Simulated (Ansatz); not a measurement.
# CSi2: the cost of one run

Method: cc-pVTZ, core rule «outside noble gas», up to 11 orbitals frozen; program: Ansatz 0.2.0, Gaussian basis.

The runs, in order: UHF; CCSD(T) on ROHF; CCSD(T) on UHF; BCCD(T) on ROHF; CCSDT(Q) on ROHF; CCSDT(Q) on UHF; CASSCF and NEVPT2, 12 electrons in 12 orbitals.

3 further runs of the same task are left out: 3 set aside as unsound or not needed.

### Step 1. What is computed

The geometry is a PBE0/def2-TZVP stationary point (not a proven minimum) of the parent state, kept for this charge and spin.

3 atoms, charge 0, spin multiplicity 3.

Atoms are counted from 1 here; the program's logs count them from 0.

Bond lengths: Si1–C2 1.686 Å, C2–Si3 1.686 Å. Angles: Si1–C2–Si3 180.0°.

Coordinates:

```xyz
3
CSi2
Si    0.0000    0.0000    1.6856
C     0.0000    0.0000    0.0000
Si    0.0000    0.0000   -1.6856
```

### Step 2. UHF

File in.yaml:

```yaml
crystal:
  periodic: [false, false, false]
  atoms:
    - {symbol: Si, position_ang: [0.000000, 0.000000, 1.685600]}
    - {symbol: C, position_ang: [0.000000, 0.000000, 0.000000]}
    - {symbol: Si, position_ang: [0.000000, 0.000000, -1.685600]}
basis:
  gaussian: {orbitals: cc-pVTZ}
magnetization: {spin_polarized: true, initial_magnetization: 2}
hamiltonian: {xc: hf}
output: {orbitals: {seedname: orbitals}}
```

Started as:

```
$ ansatz run in.yaml --threads 1 --pin off --events-out ev --progress --plain --max-ram 4096MiB --backend cpu
```

**Question.** How long does this run take on 1 thread of AMD EPYC 7R13, shared host, and how much memory does it need?

About 13 s, with a peak of 0.28 GiB.
